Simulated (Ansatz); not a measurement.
A made-up structure of AlBH$_{3}$S, doublet:

B1  (-0.877, -0.372, -1.273)
Al2  (0.287, 0.033, 0.328)
S3  (0.907, 1.170, 2.083)
H4  (-1.751, -1.180, -1.149)
H5  (1.749, 0.710, 3.047)
H6  (1.940, 0.354, 2.360)
(Å)

It is relaxed with PBE-D4/def2-SVP and then PBE0-D4/def2-TZVP (Ansatz 0.2.0). Atoms count as bonded within 1.22 times the sum of their covalent radii (H–H: 0.88 Å). The end point is not checked to be a true minimum.

Question: Does its bonding change? (Judge from chemistry; the calculation decides.)

Answer: By the calculation: Yes. Formed: none; broken: S3–H5, S3–H6.

Where it ends: The first stage lowers the energy by 4.58 eV in 18 steps. It ends as a complex of AlBHS ([BH][Al][S]) + H₂:
```xyz
6
angstrom
B -0.7046 -0.8137 -0.3731
Al -0.0354 1.0072 0.2460
S 0.6890 2.7411 0.9568
H -1.2593 -1.6548 -0.9945
H 1.7837 -0.6533 2.8314
H 1.7820 0.0880 2.7292
```

Labels in which every atom is bracketed show which atoms are joined, not bond orders.

For scale, one of the runs: PBE0-D4/def2-TZVP relaxation, 123 basis functions, launched by `ansatz run in.yaml --threads 2 --pin off --events-out ev --progress --plain --max-ram 4352MiB`. The run took about 3.6 min on 2 CPU threads of an Arm Neoverse V2 (shared host).
